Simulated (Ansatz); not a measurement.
A nudged elastic band was laid between two geometries of C₃H₅NS (10 atoms, charge 0, multiplicity 1).

Computed with RKS B3LYP-D4/def2-mTZVP (Ansatz).

```json
{
  "movable images": "9",
  "climbing image": "yes",
  "spring": "5.0 eV/Å²",
  "optimiser": "quadratic models (default)",
  "start path": "IDPP",
  "force threshold": "0.03 eV/Å",
  "iteration limit": "58",
  "end points": "relaxed"
}
```

Image 0:

```xyz
10
Properties=species:S:1:pos:R:3
C -0.456 -0.874 0.480
C 0.123 0.233 -0.403
S 1.787 0.839 0.182
C -0.758 1.392 -0.452
N -1.470 2.298 -0.475
H -0.570 -0.529 1.506
H 0.209 -1.738 0.478
H -1.431 -1.189 0.104
H 0.249 -0.126 -1.425
H 2.400 -0.357 0.008
```

Image 10:

```xyz
10
Properties=species:S:1:pos:R:3
C -0.605 -0.922 0.619
C 0.175 -0.013 -0.334
S 1.864 0.277 0.387
C -0.513 1.250 -0.562
N -1.060 2.247 -0.750
H -0.730 -0.451 1.593
H -0.073 -1.864 0.749
H -1.593 -1.134 0.209
H 0.300 -0.511 -1.296
H 2.319 1.070 -0.612
```

Problem. What changes between the two ends?

Solution. No bond is made or broken. The dihedral H9–C2–S3–H10 goes from -59 to 61°.

Problem. Give the energies along the band, and the barrier.

Solution. The forces met the threshold. The highest image is number 4 of 0 to 10, 0.032 eV above the first end and 0.079 eV above the last; the last end lies 0.046 eV below the first. A vibrational analysis at the climbing image gives one clearly imaginary mode, 187i cm⁻¹: a first-order saddle point.

```tsv
image	path coordinate (Å)	energy (eV)	dihedral H9–C2–S3–H10 (°)
0	0.00	0.000	-59
1	0.23	0.004	-48
2	0.47	0.015	-35
3	0.70	0.027	-22
4	0.93	0.032	-9
5	1.14	0.027	4
6	1.35	0.013	16
7	1.56	-0.007	28
8	1.77	-0.027	39
9	1.98	-0.041	50
10	2.19	-0.046	61
```

Problem. What is the geometry of the highest image?

Solution. 
```xyz
10
Properties=species:S:1:pos:R:3
C -0.585 -0.857 0.579
C 0.156 0.141 -0.314
S 1.802 0.642 0.421
C -0.639 1.339 -0.555
N -1.284 2.278 -0.730
H -0.770 -0.431 1.564
H 0.015 -1.757 0.699
H -1.545 -1.125 0.133
H 0.372 -0.310 -1.281
H 2.561 0.028 -0.515
```

Problem. What are the harmonic wavenumbers there?

Solution. 187i, 174, 229, 266, 311, 486, 568, 665, 842, 940, 1014, 1096, 1127, 1258, 1334, 1437, 1511, 1516, 2355, 2648, 3050, 3088, 3116, 3134 cm⁻¹.

Time of the run: 110 s on 2 threads of AMD EPYC 9R14 (Zen 4), on a shared host, peak memory 0.25 GiB.
